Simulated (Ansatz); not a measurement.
Cartesian coordinates (Å):
```xyz
5

Si     0.0000     0.0000     0.0000
H     -0.2829    -0.9995    -1.0505
H     -0.6945     1.2635    -0.3226
H      1.4557     0.2422     0.0702
H     -0.4784    -0.5061     1.3030
```
Charge 0, spin multiplicity 1.

Level of theory: frozen-core CCSD(T)/cc-pVTZ // CAM-B3LYP-D3(BJ)/def2-TZVP in Ansatz (an electronic-structure program).

The HF energy is -291.26057 Ha and the MP2 correlation energy comes out as -0.14320 Ha.

Q: Estimate the CCSD correlation energy, the (T) correction, the total energy and the T1 diagnostic.

A: 
```
Property                        Result
-----------------------  -------------
CCSD correlation energy    -0.17293 Ha
(T) correction             -0.00381 Ha
CCSD(T) total energy     -291.43731 Ha
T1 diagnostic                    0.011
```
